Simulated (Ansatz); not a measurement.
```yaml
crystal:
  periodic: [false, false, false]
  atoms:
    - {symbol: V, position_ang: [-0.427285, 0.001069, -0.001023]}
    - {symbol: N, position_ang: [1.281735, -0.003206, 0.003068]}
    - {symbol: H, position_ang: [1.893921, 0.837350, 0.001984]}
    - {symbol: H, position_ang: [1.889696, -0.846814, 0.007072]}
basis:
  gaussian: {orbitals: def2-TZVP}
total_charge: 1
magnetization: {spin_polarized: true, initial_magnetization: 3}
hamiltonian: {xc: pbe0}
relax: {f_tol: 0.004, max_steps: 80}
```

```sh
$ ansatz run in.yaml --threads 1 --pin off --events-out ev --progress --plain --max-ram 2176MiB
```

Steps of the relaxation (energy above the last step; positions in Å, forces in eV/Å):

```
4
step 1, 187.1 meV
V    -0.427    0.001   -0.001   -3.344    0.008   -0.008
N     1.282   -0.003    0.003    4.220   -0.011    0.010
H     1.894    0.837    0.002   -0.439   -0.712    0.001
H     1.890   -0.847    0.007   -0.436    0.714   -0.003
```

```
4
step 2, 38.9 meV
V    -0.466    0.001   -0.001   -1.432    0.004   -0.003
N     1.299   -0.003    0.003    1.799   -0.004    0.004
H     1.905    0.823    0.002   -0.184   -0.220    0.000
H     1.900   -0.832    0.007   -0.183    0.221   -0.001
```

```
4
step 3, 0.8 meV
V    -0.497    0.001   -0.001   -0.167    0.000    0.000
N     1.314   -0.003    0.003    0.211   -0.001    0.001
H     1.913    0.818    0.002   -0.022    0.037    0.000
H     1.909   -0.827    0.007   -0.022   -0.037    0.000
```

```
4
step 6, 0.0 meV
V    -0.500    0.001   -0.001   -0.001    0.000    0.000
N     1.317   -0.003    0.003    0.001    0.000   -0.001
H     1.913    0.821    0.002    0.000    0.000    0.000
H     1.908   -0.830    0.007    0.000    0.000    0.000
```

Close pairs at the end: N2–H4 1.016 Å, N2–H3 1.016 Å, V1–N2 1.818 Å, V1–H4 2.548 Å, V1–H3 2.548 Å.

A stationary point of unrestricted PBE0 after 6 steps, with ⟨S²⟩ = 3.814 against 3.75 for a pure state; no frequencies were run, so it isn't proven a minimum. 86 s on 1 thread of Arm Neoverse V1, shared host.
